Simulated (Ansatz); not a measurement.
Structure relaxation of SrTa

All numbers below come from DFT PBE, scalar-relativistic, plane waves, PAW in Ansatz 0.2.0. Cutoff 420 eV, Γ-centred k mesh, Gaussian smearing, no spin polarisation in the final step.

SrTa was placed on the CuAu (L1_0) structure type (P4/mmm, No. 123), with Sr in place of Cu, Ta in place of Au, at a guessed volume.

```
CELL_PARAMETERS angstrom
3.40099 0.00000 0.00000
0.00000 3.40099 0.00000
0.00000 0.00000 4.45773
ATOMIC_POSITIONS crystal
Sr 0.50000 0.50000 0.50000
Ta 0.00000 0.00000 0.00000
```

Cell and atoms relax at zero pressure; the relaxation can't lower the symmetry of the start.

The zero of energy is the elements' standard structures at the same level; no fitted shifts are applied.

(1) Which crystal results?

(2) What are its volume, energy, density and gap?

Answers

(1) It keeps P4/mmm (No. 123), but not the shape of the type it started on. Conventional cell: a = 3.012 Å, c = 5.635 Å. Sr has 4 Sr at 3.01 Å and 8 Ta at 3.53 Å; Ta is coordinated by 4 Ta at 3.01 Å and 8 Sr at 3.53 Å.

```
Sr Ta
1.0
     3.01220    0.00000    0.00000
     0.00000    3.01220    0.00000
     0.00000    0.00000    5.63513
Sr Ta
1 1
Direct
  0.50000 0.50000 0.50000
  0.00000 0.00000 0.00000
```

(2) The volume per atom is 25.56 Å³ and the density is 8.72 g/cm³. The energy over the elements is 1.18 eV/atom and the gap on the 16×16×12 mesh is 0 eV (a metal).

The final run used a 16×16×12 mesh on its 2-atom cell and 0.10 eV smearing. For metals, differences of a few meV/atom aren't resolved. Spin–orbit coupling is left out. Symmetry constrained the relaxation, so the result can be a saddle point.

Cost: 2 runs of about 3.3 core-minutes in all, on Arm Neoverse V1 (shared hosts).